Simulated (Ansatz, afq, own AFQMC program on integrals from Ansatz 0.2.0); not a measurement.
## N₂, singlet in 6-31G, levels against full CI

```xyz
2

N     0.0000    0.0000    0.0000
N     0.0000    0.0000    1.4680
```

Basis 6-31G. Only valence electrons are correlated. Integrals, coupled cluster, full CI and functionals: Ansatz 0.2.0; the random walks run on the same integrals in our own AFQMC program. The CISD trial takes its coefficients from CCSD amplitudes. Released means that phaseless walkers are propagated on without the constraint, phases kept. ± is one standard error of the sampling.

Determinant: UHF, the one that the program's search chose, which needn't be the lowest solution. The geometry is a point of a scan.

Full CI on the same integrals is exact in this basis and with this determinant's frozen core.

Cautions: strong correlation (T1 0.139, weight of the determinant 0.52, largest double 0.26); (Q) is large, 131 meV, so the cluster series hasn't closed; unrestricted determinant spin contaminated (⟨S²⟩ 1.64 against 0.00); CCSD(T) is in doubt: in a space of 8 electrons in 8 natural orbitals full CI lies 166 meV below it; CCSDT(Q) is in doubt: in a space of 8 electrons in 8 natural orbitals full CI lies 182 meV below it; the released energies have errors that jump between times, so the bars are unsure, so no released level is given (meV from the phaseless value at times in 1/Eh: -18 ± 10 at 0.24, -34 ± 7 at 0.51, 1 ± 57 at 0.99, -133 ± 69 at 1.62, -70 ± 7 at 2.40), though the last usable value meets full CI within the noise.

* T1 diagnostic: 0.1392
* weight of the determinant in the CISD state: 0.523
* ⟨S²⟩ of the determinant: 1.639
* size of the correlated space: 10 electrons in 16 orbitals

Reference: full CI, correlation energy -6.031 eV. The cautions show a poor starting determinant, so the rows tell how each method copes with it here, and full CI is the sure value.

```json
{"level": "HF", "E − E(reference) (kJ/mol)": "581.9", "share of correlation (%)": "0.00"}
{"level": "MP2", "E − E(reference) (kJ/mol)": "249.3", "share of correlation (%)": "57.15"}
{"level": "CCSD", "E − E(reference) (kJ/mol)": "57.1", "share of correlation (%)": "90.19"}
{"level": "CCSD(T)", "E − E(reference) (kJ/mol)": "29.2", "share of correlation (%)": "94.98"}
{"level": "CCSDT", "E − E(reference) (kJ/mol)": "20.0", "share of correlation (%)": "96.56"}
{"level": "CCSDT(Q)", "E − E(reference) (kJ/mol)": "7.4", "share of correlation (%)": "98.72"}
{"level": "CCSDTQ", "E − E(reference) (kJ/mol)": "3.6", "share of correlation (%)": "99.38"}
{"level": "ph-AFQMC/HF", "E − E(reference) (kJ/mol)": "-0.5 ± 4.7", "share of correlation (%)": "100.09"}
{"level": "ph-AFQMC/CISD", "E − E(reference) (kJ/mol)": "6.5 ± 1.0", "share of correlation (%)": "98.88"}
```

CCSDT and higher add their correlation energy to the determinant of the CCSD(T) run, since their own runs factorise the integrals more tightly (a shift of under 2 meV).
